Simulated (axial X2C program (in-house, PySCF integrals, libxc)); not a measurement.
## Spin–orbit effects along a row: molecules with Si (ions), PBE0

All values come from calculations with an axial X2C code built on PySCF integrals, spin-free (one-electron X2C) or two-component (2c: spin–orbit coupling with atomic mean-field Coulomb and Gaunt terms, which also bring small scalar terms), in Dyall basis sets with cores contracted in-house; open shells are unrestricted.

Basis sets: B dyall-av3z, C dyall-av3z, F dyall-av3z, N dyall-av3z, O dyall-av3z, Si dyall-av3z.

| molecule | spin-free state | Re (Å) | ωe (cm⁻¹) | De (eV) | 2c state | Re 2c (Å) | ωe 2c (cm⁻¹) | De 2c (eV) |
| --- | --- | --- | --- | --- | --- | --- | --- | --- |
| SiB⁻ | M_S = 1, Λ = 1 | 1.862 | 818.0 | 3.55 | Ω = 2 | 1.862 | 818.0 | 3.56 |
| SiC⁻ | M_S = 1/2, Λ = 0 | 1.675 | 1053.1 | 5.11 | Ω = 1/2 | 1.675 | 1053.0 | 5.11 |
| SiN⁻ | M_S = 0, Λ = 0 | 1.586 | 1197.1 | 5.70 | Ω = 0 | 1.587 | 1197.1 | 5.70 |
| SiO⁻ | M_S = 1/2, Λ = 1 | 1.557 | 1094.8 | 6.54 | Ω = 1/2 | 1.558 | 1094.2 | 6.55 |
| SiF⁻ | M_S = 1, Λ = 0 | 1.697 | 664.8 | 3.66 | Ω = 1 | 1.697 | 664.8 | 3.66 |

Fragments in 2c: Si- + B, Si- + C, Si- + N, Si- + O, Si + F-. Each entry is the lowest single determinant of a limited PBE0 search at one distance. De goes to single-determinant-based atoms at the same level (for ions the charge split of lowest energy) and is withheld (n/a) where an atom does not fit its ground term or J level. Main or longest-lived isotopes. One determinant is a doubtful description, or other states lie close, for SiB⁻, SiC⁻, SiF⁻; these need not be ground states, and all values refer to the states named. Some open-shell Ω = 0 determinants are out of reach, so the Ω given for SiB⁻, SiF⁻ need not be the lowest component. With several unpaired electrons the Ω given is that of one determinant, not necessarily of the lowest component. Some light 2c atoms are not at their ground J level, so De misses part of their lowering (0.04 eV or less). The functionals have no current term, which raises determinants with orbital currents.
